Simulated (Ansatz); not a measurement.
The first iterations of a band of C4H10O2 (16 atoms, charge 0, multiplicity 1).

Method: RKS PBE/cc-pVDZ in Ansatz 0.2.0.

```json
{"movable images": "5", "climbing image": "yes", "spring": "5.0 eV/Å²", "optimiser": "quadratic models (default)", "start path": "through a guess of the saddle point", "force threshold": "0.05 eV/Å", "iteration limit": "60", "end points": "relaxed"}
```

Image 0:

```xyz
16
Properties=species:S:1:pos:R:3
C -1.257 -1.375 1.300
O -0.373 -1.492 0.189
C 0.322 -0.307 -0.086
C 1.330 -0.616 -1.182
O -0.628 0.681 -0.507
C -0.202 2.012 -0.275
H -1.731 -2.365 1.436
H -0.705 -1.106 2.233
H -2.041 -0.609 1.120
H 0.831 0.076 0.843
H 2.055 -1.380 -0.840
H 0.791 -1.001 -2.069
H 1.889 0.296 -1.469
H 0.057 2.190 0.797
H -1.044 2.674 -0.553
H 0.684 2.298 -0.893
```

Image 6:

```xyz
16
Properties=species:S:1:pos:R:3
C -1.305 -1.243 1.215
O -0.524 -1.080 0.034
C 0.609 -0.251 0.240
C 1.500 -0.410 -0.986
O 0.248 1.095 0.540
C -0.435 1.776 -0.513
H -2.176 -1.868 0.941
H -0.726 -1.760 2.017
H -1.659 -0.267 1.614
H 1.148 -0.567 1.165
H 1.873 -1.451 -1.043
H 0.935 -0.202 -1.916
H 2.363 0.279 -0.923
H 0.252 2.084 -1.334
H -0.873 2.688 -0.063
H -1.252 1.155 -0.942
```

| iteration | highest image above the first end (eV) | largest band force component (eV/Å) |
| --- | --- | --- |
| 1 | 2.753 | 9.755 |
| 2 | 0.449 | 2.834 |

Q: Does the band converge within its limit, and where does its top end?

A: It converged. It ended after 8 iterations with the highest image 0.175 eV above the first end. A vibrational analysis at the climbing image gives one clearly imaginary mode, 129i cm⁻¹: a first-order saddle point.

The run took 2.3 min on 2 threads of Arm Neoverse V1 (shared host), peak memory 0.18 GiB.
